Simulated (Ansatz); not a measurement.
# C3H3NS: how energies converge with the basis set

Aim: see how fast density functionals converge with the basis set for C3H3NS.

Method: one geometry, several basis sets; program: Ansatz 0.2.0, Gaussian basis.

The runs, in order: PBE0-D4/def2-SVP; ωB97M-V/def2-SVP; PBE0-D4/def2-QZVPP; ωB97M-V/def2-QZVPP; the functionals' def2-TZVPP values are taken from earlier runs.

## 1. Structure used throughout

All runs share one geometry, relaxed beforehand with PBE0-D4 in a triple-zeta def2 set.

SMILES `C#CC(=N)S`, 8 atoms, charge 0, spin multiplicity 1.

Atoms are counted from 1 here; the program's logs count them from 0.

Bond lengths: C1–C2 1.201 Å, C1–H6 1.065 Å, C2–C3 1.431 Å, C3–N4 1.268 Å, C3–S5 1.764 Å, N4–H7 1.018 Å, S5–H8 1.341 Å. Angles: C2–C1–H6 179.6°, C1–C2–C3 179.3°, C2–C3–N4 125.7°, C2–C3–S5 116.4°, N4–C3–S5 117.9°, C3–N4–H7 110.7°, C3–S5–H8 95.9°.

## 2. PBE0-D4 in def2-SVP

Contents of in.yaml:

```yaml
crystal:
  periodic: [false, false, false]
  atoms:
    - {symbol: C, position_ang: [1.166949, -0.419150, 1.358202]}
    - {symbol: C, position_ang: [0.460742, -0.108299, 0.437213]}
    - {symbol: C, position_ang: [-0.367568, 0.271664, -0.665591]}
    - {symbol: N, position_ang: [-0.035870, 1.059165, -1.602730]}
    - {symbol: S, position_ang: [-1.987027, -0.426486, -0.707289]}
    - {symbol: H, position_ang: [1.798382, -0.690412, 2.171851]}
    - {symbol: H, position_ang: [0.915588, 1.395177, -1.469407]}
    - {symbol: H, position_ang: [-1.859096, -1.138859, 0.421950]}
basis:
  gaussian: {orbitals: def2-SVP}
hamiltonian: {xc: pbe0, dispersion: d4}
output: {orbitals: {seedname: orbitals}}
```

The run is started by

```bash
$ ansatz run in.yaml --threads 2 --pin off --events-out ev --progress --plain --max-ram 4352MiB
```

Further steps of the session: ωB97M-V in def2-SVP; PBE0-D4 in def2-QZVPP; ωB97M-V in def2-QZVPP.

Q: Predict the results of all the runs planned. Wanted: PBE0-D4: double and triple zeta above quadruple; ωB97M-V: double and triple zeta above quadruple.

The runs gave:

| quantity | value |
| --- | --- |
| PBE0-D4: double and triple zeta above quadruple | 9.62, 0.58 eV |
| ωB97M-V: double and triple zeta above quadruple | 9.75, 0.54 eV |

What this shows: PBE0-D4 gains 9.03 eV from double to triple zeta, then 0.58 eV more. Total energies overstate the basis error of differences, where much of it tends to cancel.
